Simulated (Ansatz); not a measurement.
A made-up structure of C2H4Si, singlet:

```
atom    x (Å)    y (Å)    z (Å)
  C1  -0.5692   0.4263  -0.2152
  C2   0.5661  -0.4056   0.2663
 Si3   1.6135  -0.8945   1.5036
  H4   2.5578  -1.8281   2.0065
  H5  -0.2671   1.0838  -1.0369
  H6  -0.9637   1.0550   0.5845
  H7   1.0125  -1.0732  -0.5136
```

It is relaxed with PBE-D4/def2-SVP and then PBE0-D4/def2-TZVP (Ansatz 0.2.0). Atoms count as bonded within 1.22 times the sum of their covalent radii (H–H: 0.88 Å). The end point is not checked to be a true minimum.

Task: Does its bonding change? (A judgement: the text doesn't fix the answer.)

Result: The calculation gives: No: no bond forms or breaks.

Where it ends: The first stage lowers the energy by 3.11 eV in 16 steps. It ends as C₂H₄Si ([CH2][CH][SiH]):
```tsv
atom	x (Å)	y (Å)	z (Å)
C1	-0.2209	0.4754	-0.0861
C2	0.7296	-0.4387	0.1502
Si3	1.2764	-0.6580	1.9279
H4	2.3011	-1.7593	1.6514
H5	-0.6138	0.6823	-1.0795
H6	-0.6465	1.0599	0.7277
H7	1.1241	-0.9977	-0.6964
```

Labels in which every atom is bracketed show which atoms are joined, not bond orders.

For scale, one of the runs: PBE0-D4/def2-TZVP relaxation, 123 basis functions, launched by `ansatz run in.yaml --threads 2 --pin off --events-out ev --progress --plain --max-ram 4352MiB`. The run took about 13 s on 2 CPU threads of an Arm Neoverse V1 (shared host).
